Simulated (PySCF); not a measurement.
The isolated species `FCC(=S)CF` is ionised with synchrotron light (hν = 2600.0 eV). Calculated photoelectron kinetic energies of its computed core levels, recoil neglected:

```csv
line,kinetic energy (eV)
1,2307.35
2,2306.26
3,1907.05
4,122.83
```

Computed, not measured: delta-SCF UKS SCAN, pcX-2 on the ionised atom, pcseg-1 elsewhere, spin-free X2C (PySCF).

**Question.** Which element, shell and site does each line come from? Numbering: `[F:1][CH2:2][C:3](=[S:4])[CH2:5][F:6]`.

**Answer.** Against the vacuum level, binding energy = hν − kinetic energy.

| line | binding energy (eV) | level | atoms | environment |
| --- | --- | --- | --- | --- |
| 1 | 292.65 | C 1s | C3 | thiocarbonyl carbon |
| 2 | 293.74 | C 1s | C2/C5 | sp3 C–F carbon |
| 3 | 692.95 | F 1s | F1/F6 | alkyl fluorine |
| 4 | 2477.17 | S 1s | S4 | thiocarbonyl sulfur |

**Question.** Where does line 3 move with hν = 1253.6 eV?

**Answer.** To 1253.6 − 692.95 = 560.65 eV; every photoline shifts by the change in photon energy, -1346.4 eV.

Lowest listed C 1s: C3, bonded to S (double bond) and 2 C. Highest, 1.09 eV above it: C2/C5, bonded to F, C and 2 H.

**Question.** Which photon wavelength matches the C 1s of C3 threshold?

**Answer.** λ = hc/E = 12398.42 eV Å / 292.65 eV = 42.366 Å.

Other core shells, valence and Auger electrons aren't listed. The first atom of each set that the bonding makes equivalent was ionised and stands for the set. Not every level is listed. The unrestricted hole states depart most from a pure doublet (⟨S²⟩ = 0.75; over 0.85 named) for C 1s of C3 (0.98), which makes this value less certain. Geometry: PBE0-D3(BJ)/def2-SVP, one conformer, isolated molecule.

Conformer computed: `[F:1][CH2:2][C:3](=[S:4])[CH2:5][F:6]`: F1–C2–C3–S4 -140°, C2–C3–C5–F6 40°.
